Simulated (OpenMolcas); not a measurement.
# C3HF (SMILES C#C[C]F), step by step

Aim: a single-point energy (UHF/ANO-R0), then the vertical excitations (CASSCF(6,5)/ANO-R2), then the excited states (MC-PDFT[ftrevPBE](6,5)/ANO-R2) of C3HF. 

The results are computed with OpenMolcas 26.06.

### 1 The structure to begin with

C3HF: 5 atoms, total charge 0, spin state triplet. SMILES: `C#C[C]F`. Geometry: relaxed at GFN2-xTB.

Bond lengths: C1–C2 1.255 Å, C2–C3 1.277 Å, C3–F4 1.301 Å, C1–H5 1.048 Å. Angles: C1–C2–C3 164.9°, C2–C3–F4 148.4°, C2–C1–H5 168.2°.

### 2 A single-point energy at UHF/ANO-R0 (sfX2C) (run 1)

File step1.input:

```
>>> EXPORT MOLCAS_PRINT=2

&gateway
 coord
 5
 bohr
 C      1.37207345     2.01522284    -0.05914843
 C      0.01031790     0.07354814    -0.02324363
 C     -0.94132927    -2.09714246     0.43153786
 F     -2.60995744    -3.81235238    -0.13454850
 H      2.16891426     3.82072387    -0.21459730
 basis=ANO-R0
 group=NoSym

&seward

&scf
 uhf
 spin=3
 prorbitals=1 2
```

On the command line:

```console
$ export MOLCAS_MEM=1860
$ pymolcas step1.input > step1.log
```

The program printed:

```text
--- Start Module: gateway ---
[...]
--- Stop Module: gateway /rc=_RC_ALL_IS_WELL_ ---
--- Start Module: seward ---
[...]
      Basis functions           21
--- Stop Module: seward /rc=_RC_ALL_IS_WELL_ ---
[...]
--- Start Module: scf ---
[...]
       Convergence after  18 Iterations
[...]
::    Total SCF energy                               -213.3139341303
[...]
      Total spin, S                                     1.1325294200
[...]
      Total electronic charge=   28.000000
      Total            charge=   -0.000000
[...]
      Dipole Moment (debye):
      Origin of the operator (angstrom)=   -0.3978   -0.6489    0.0134
                   X=  4.3114E-01               Y=  9.6414E-01               Z= -5.0896E-02           Total=  1.0574E+00
      Quadrupole Moment (debye*angstrom):
[...]
--- Stop Module: scf /rc=_RC_ALL_IS_WELL_ ---
[...]
```

It took 5.4 s on 1 thread of Intel Xeon at 2.70GHz, shared host; peak memory 0.38 GiB.

### 3 The excited states at CASSCF(6,5)/ANO-R2 (sfX2C, RICD fitting, 6 states averaged) (run 2)

File step2.inp:

```
>>> EXPORT MOLCAS_PRINT=2

&GATEWAY
  Coord
  5
  bohr
  C      1.37207345     2.01522284    -0.05914843
  C      0.01031790     0.07354814    -0.02324363
  C     -0.94132927    -2.09714246     0.43153786
  F     -2.60995744    -3.81235238    -0.13454850
  H      2.16891426     3.82072387    -0.21459730
  Basis=ANO-R0
  Group=NoSym

&SEWARD

&RASSCF
  FileOrb=$CurrDir/step1.UnaOrb
  Alter=2
  1 7 13
  1 16 17
  Spin=3
  Nactel=6 0 0
  Inactive=11
  Ras2=5
  CIRoot=6 6 1
  OrbListing=Nothing
>>> COPY $Project.RunFile RUNFIL1
>>> COPY $Project.RasOrb INPORB

&GATEWAY
  Coord
  5
  bohr
  C      1.37207345     2.01522284    -0.05914843
  C      0.01031790     0.07354814    -0.02324363
  C     -0.94132927    -2.09714246     0.43153786
  F     -2.60995744    -3.81235238    -0.13454850
  H      2.16891426     3.82072387    -0.21459730
  Basis=ANO-R2
  Group=NoSym
  RICD

&SEWARD
>>> COPY $Project.RunFile RUNFIL2

&EXPBAS

&RASSCF
  FileOrb=$Project.ExpOrb
  Spin=3
  Nactel=6 0 0
  Inactive=11
  Ras2=5
  CIRoot=6 6 1
  OrbListing=Nothing
```

On the command line:

```console
$ export MOLCAS_MEM=1860
$ pymolcas step2.inp > step2.log
```

The program printed (excerpt; [...] marks lines left out):

```text
--- Start Module: gateway ---
[...]
      Basis functions           21
[...]
      Number of active orbitals                  5
[...]
      Spin quantum number                      1.0
[...]
      Active orbitals                            5
[...]
      Number of CSFs                            45
[...]
      Number of root(s) required                 6
[...]
      Convergence after 39 iterations
[...]
      printout of CI-coefficients larger than  0.05 for root  1
      energy=    -213.308476
      conf/sym  11111     Coeff  Weight
             1  22uu0  -0.95617 0.91425
             3  2u2u0  -0.05390 0.00291
             8  2uduu   0.21108 0.04455
            21  uu220  -0.07423 0.00551
            27  u202u  -0.10347 0.01071
            30  20uu2   0.12010 0.01442
[...]
      Natural orbitals and occupation numbers for root  1
      sym 1:   1.981197   1.920560   0.995247   1.017409   0.085587
      Natural orbitals and occupation numbers for root  2
      sym 1:   1.987910   1.378688   1.195923   1.010544   0.426933
      Natural orbitals and occupation numbers for root  3
      sym 1:   1.138817   1.970652   1.757292   0.887396   0.245844
[...]
::    RASSCF root number  1 Total energy:   -213.30847595
::    RASSCF root number  2 Total energy:   -213.14093162
[...]
      Basis functions          146
[...]
      Convergence after 13 iterations
[...]
      Natural orbitals and occupation numbers for root  3
      sym 1:   1.980420   1.193784   1.410824   1.015864   0.399109
      Natural orbitals and occupation numbers for root  4
      sym 1:   1.609209   1.912544   1.315687   0.518934   0.643626
      Natural orbitals and occupation numbers for root  5
      sym 1:   1.235907   1.905077   0.883062   1.759162   0.216792
      Natural orbitals and occupation numbers for root  6
      sym 1:   1.990725   1.083365   1.001931   1.837931   0.086047
      ************************************************************************************************************************
      *                                                    Final results                                                     *
[...]
::    RASSCF root number  3 Total energy:   -213.52542931
::    RASSCF root number  4 Total energy:   -213.50384829
::    RASSCF root number  5 Total energy:   -213.48803340
::    RASSCF root number  6 Total energy:   -213.47897703
[...]
      Total electronic charge=   28.000000
      Total            charge=   -0.000000
[...]
```

Wall time 44 s (1 thread of Intel Xeon at 2.70GHz, shared host); peak memory 0.38 GiB.

The roots found:

```csv
excited state,energy (eV)
1,3.758
2,3.835
3,4.422
4,4.853
5,5.099
```

### 4 The excited states at MC-PDFT[ftrevPBE](6,5)/ANO-R2 (sfX2C, RICD fitting, 6 states averaged) (run 3)

File step3.input:

```
* C3HF MC-PDFT

&GATEWAY
  Coord
  5
  bohr
  C      1.37207345     2.01522284    -0.05914843
  C      0.01031790     0.07354814    -0.02324363
  C     -0.94132927    -2.09714246     0.43153786
  F     -2.60995744    -3.81235238    -0.13454850
  H      2.16891426     3.82072387    -0.21459730
  Basis
  ANO-R2
  Group
  NoSym
  RICD

&SEWARD

&RASSCF
  FileOrb
  $CurrDir/step2.RasOrb
  Spin
  3
  Nactel
  6 0 0
  Inactive
  11
  Ras2
  5
  CIRoot
  6 6 1
  OrbListing
  Nothing
  XMSI

&MCPDFT
  KSDFT
  FT:revPBE
  MSPDFT
```

On the command line:

```console
$ export MOLCAS_MEM=1860
$ pymolcas step3.input > step3.log
```

The program printed (excerpt; [...] marks lines left out):

```text
[...]
      Basis functions          146
[...]
      Number of active orbitals                  5
[...]
      Spin quantum number                      1.0
[...]
      Active orbitals                            5
[...]
      Number of CSFs                            45
[...]
      Number of root(s) required                 6
[...]
      Convergence after  4 iterations
[...]
      printout of CI-coefficients larger than  0.05 for root  1
      energy=    -213.665739
      conf/sym  11111     Coeff  Weight
             1  22uu0  -0.95848 0.91869
             8  2uduu   0.20671 0.04273
            21  uu220  -0.09610 0.00923
            27  u202u  -0.09279 0.00861
            30  20uu2   0.10982 0.01206
[...]
      Natural orbitals and occupation numbers for root  1
      sym 1:   1.978491   1.921970   1.000883   1.020093   0.078562
      Natural orbitals and occupation numbers for root  2
      sym 1:   1.172777   1.829108   1.734637   1.156284   0.107195
      Natural orbitals and occupation numbers for root  3
      sym 1:   1.751943   1.675369   0.760632   1.245777   0.566278
      Natural orbitals and occupation numbers for root  4
      sym 1:   1.876092   1.960292   1.042294   0.136944   0.984378
      Natural orbitals and occupation numbers for root  5
      sym 1:   1.437961   1.543056   1.384207   1.557104   0.077673
      Natural orbitals and occupation numbers for root  6
      sym 1:   1.840651   1.173021   1.134617   1.808574   0.043137
      ************************************************************************************************************************
      *                                                    Final results                                                     *
[...]
::    RASSCF root number  1 Total energy:   -213.66573928
::    RASSCF root number  2 Total energy:   -213.51116629
[...]
      Total electronic charge=   28.000000
      Total            charge=   -0.000000
[...]
      Dipole Moment (debye):
      Origin of the operator (angstrom)=   -0.3978   -0.6489    0.0134
                   X=  5.4581E-01               Y=  1.7113E+00               Z= -2.2315E-01           Total=  1.8100E+00
      Quadrupole Moment (debye*angstrom):
[...]
::    MSPDFT root number  3 Total energy:   -214.61241856
::    MSPDFT root number  4 Total energy:   -214.58582756
::    MSPDFT root number  5 Total energy:   -214.57419390
::    MSPDFT root number  6 Total energy:   -214.57096913
[...]
```

Wall time 50 s (1 thread of Intel Xeon at 2.70GHz, shared host); peak memory 0.14 GiB.

The roots found:

```csv
excited state,energy (eV)
1,3.674
2,3.730
3,4.453
4,4.770
5,4.857
```

### 5 What came out

| quantity | value |
| --- | --- |
| run 1, UHF/ANO-R0: total energy | -213.31393 Eh |
| run 1, UHF/ANO-R0: dipole moment | 1.06 D |
| run 1, UHF/ANO-R0: HOMO energy (highest over α and β) | -10.54 eV |
| run 1, UHF/ANO-R0: LUMO energy (lowest over α and β) | 3.43 eV |
| run 1, UHF/ANO-R0: ⟨S²⟩ | 2.415 |
| run 2, CASSCF(6,5)/ANO-R2: energy of the lowest of 6 roots | -213.66636 Eh |
| run 2, CASSCF(6,5)/ANO-R2: dipole moment (CASSCF density) | 1.43 D |
| run 2, CASSCF(6,5)/ANO-R2: lowest excitation energy within this active space | 3.76 eV |
| run 3, MC-PDFT[ftrevPBE](6,5)/ANO-R2: energy of the lowest of 6 roots | -214.74948 Eh |
| run 3, MC-PDFT[ftrevPBE](6,5)/ANO-R2: lowest excitation energy within this active space | 3.67 eV |

What this shows: ⟨S²⟩ (run 1, UHF/ANO-R0) is 2.42 where a pure triplet has 2.00: the reference is spin-contaminated. Mulliken charges (run 1, UHF/ANO-R0) run from -0.34 on C1 to +0.39 on H5; they depend strongly on the basis. The orbitals (run 2, CASSCF(6,5)/ANO-R2) are averaged over several states, so each root lies above its own optimum (it can stand above Hartree-Fock), and forces and dipoles share that bias.
